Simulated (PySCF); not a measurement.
Oxygen: a sound run and one with changed settings

Sound run: O [He] 2s2 2p4, O⁺ [He] 2s2 2p3. Computed with PySCF 2.14 in cc-pVDZ-DK (3s2p1d, 14 functions), with the spin-free X2C one-electron Hamiltonian (Gaussian nucleus). The sound run starts from symmetry-adapted Hartree-Fock orbitals and uses a fine grid where one is needed.

A second run was set up differently.

| species | method | sound run (hartree) | changed run (hartree) | converged |
| --- | --- | --- | --- | --- |
| O | UHF | -74.84416 | -74.84416 | yes |
| O | BP86 | -75.11168 | -75.14568 | yes |
| O | PBE | -75.03466 | -75.07028 | yes |
| O⁺ | UHF | -74.40485 | -74.40485 | yes |
| O⁺ | BP86 | -74.59792 | -74.59792 | yes |
| O⁺ | PBE | -74.52821 | -74.52821 | yes |

Ionisation energy of O:

```
method  sound run (eV)  changed run (eV)
   UHF          11.954            11.954
  BP86          13.980            14.905
   PBE          13.781            14.751
```

(1) What was changed?
A. level shift left on
B. angular grid far too coarse
C. basis contracted for another Hamiltonian
D. a valence shell is frozen

Results:

(1) B. It used 6 angular points. A coarse angular grid integrates products of high-l functions wrongly, so density functionals can shift, and the SCF can exploit the error; Hartree-Fock and MP2 need no grid.
